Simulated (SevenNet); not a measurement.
**Pyrite PtSb2**

These are the machine-learned potential SevenNet-0 (trained on PBE and PBE+U data) values and carry that method's errors.

Cell: relaxed at this level.

equilibrium lattice constant a: 6.563 Å
volume per atom: 23.55 Å³/atom

Measured, for comparison: lattice constant a 6.44 Å, equilibrium volume per atom 22.26 Å³/atom (temperature not stated, not corrected to a static lattice; as tabulated in Saeed et al. (2013), arXiv:1402.4256). Computed (rounded) less measured: lattice constant a +1.9 %, equilibrium volume per atom +5.8 %.

A machine-learned potential is trained on density-functional data: it inherits that level's misses and adds fitting errors of its own.

Note: this model's volume lies 6 % above that of the starting cell (a measured, published or database cell).
